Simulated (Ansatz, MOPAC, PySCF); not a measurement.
Reaction (SMILES): ClCl + [H][H] (H2) → 2 Cl (HCl)

Wanted: energy of full hydrogenation (enthalpy at 298 K), in kcal/mol. Conventions: spin-orbit terms left out; non-relativistic. Ab initio and DFT rows: single points at B3LYP-D3(BJ) geometries (Ansatz, an electronic-structure program), with unscaled harmonic terms from B3LYP/6-31G* at its own minima. Semi-empirical rows: MOPAC heats of formation at their own minima for 298 K.

```json
[
 {"species": "ClCl", "coefficient": "-1", "E at B3LYP/STO-3G (Ansatz), Eh": "-910.32094", "E at M06-2X/def2-TZVPD (PySCF), Eh": "-920.36098", "H(298 K) - E, kcal/mol": "2.95", "heat of formation at PM3 (MOPAC), kcal/mol": "-11.58"},
 {"species": "[H][H] (H2)", "coefficient": "-1", "E at B3LYP/STO-3G (Ansatz), Eh": "-1.16533", "E at M06-2X/def2-TZVPD (PySCF), Eh": "-1.16852", "H(298 K) - E, kcal/mol": "8.44", "heat of formation at PM3 (MOPAC), kcal/mol": "-13.39"},
 {"species": "Cl (HCl)", "coefficient": "+2", "E at B3LYP/STO-3G (Ansatz), Eh": "-455.75822", "E at M06-2X/def2-TZVPD (PySCF), Eh": "-460.79945", "H(298 K) - E, kcal/mol": "6.28", "heat of formation at PM3 (MOPAC), kcal/mol": "-20.47"}
]
```

Measured values: Active Thermochemical Tables 1.112 (ions: stationary electron), as tabulated in the package chemicals; they hold spin-orbit and core effects, anharmonicity.  Value to compare with, the measured value: -44.1 kcal/mol. 1 Eh = 627.5095 kcal/mol.

### Question
Compute it at each level from the table, and compare with the measured value.

### Answer

- B3LYP/STO-3G: the sum of coefficient times E is -0.03017 Eh, or -18.93 kcal/mol; the thermal terms add 1.17. Result: -17.8 kcal/mol. Its error against the measured value is 26.3 kcal/mol.
- M06-2X/def2-TZVPD: the sum of coefficient times E is -0.06940 Eh, or -43.55 kcal/mol; the thermal terms add 1.17. Result: -42.4 kcal/mol. Its error against the measured value is 1.7 kcal/mol.
- PM3: the sum of coefficient times heat of formation is -15.97 kcal/mol; it needs no thermal term. Its error against the measured value is 28.1 kcal/mol.
